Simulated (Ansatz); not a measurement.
A calculation with Ansatz (development build ahead of 0.2.0).

```yaml
crystal:
  periodic: [false, false, false]
  atoms:
    - { symbol: O, position_ang: [0.0, 0.74406, -0.05275] }
    - { symbol: O, position_ang: [0.0, -0.74406, -0.05275] }
    - { symbol: H, position_ang: [0.83955, 0.89075, 0.422] }
    - { symbol: H, position_ang: [-0.83955, -0.89075, 0.422] }
basis:
  gaussian: { orbitals: cc-pVTZ }
hamiltonian:
  xc: hf
correlation:
  method: ccsd_t
  frozen_orbitals: { H: 0, O: 1 }
```

The input is written out in the form of the current development build from the run's settings.

Results

```json
{"Converged": "yes", "Reference energy": "-150.83122 hartree", "Correlation energy": "-0.52674 hartree", "Total energy": "-151.35796 hartree", "Spin squared of the determinant": "0.000", "Stability test": "minimum among restricted orbitals", "T1 diagnostic": "0.011", "Occupied orbitals by symmetry in an Abelian subgroup (alpha; beta)": "5 A 4 B; 5 A 4 B"}
```
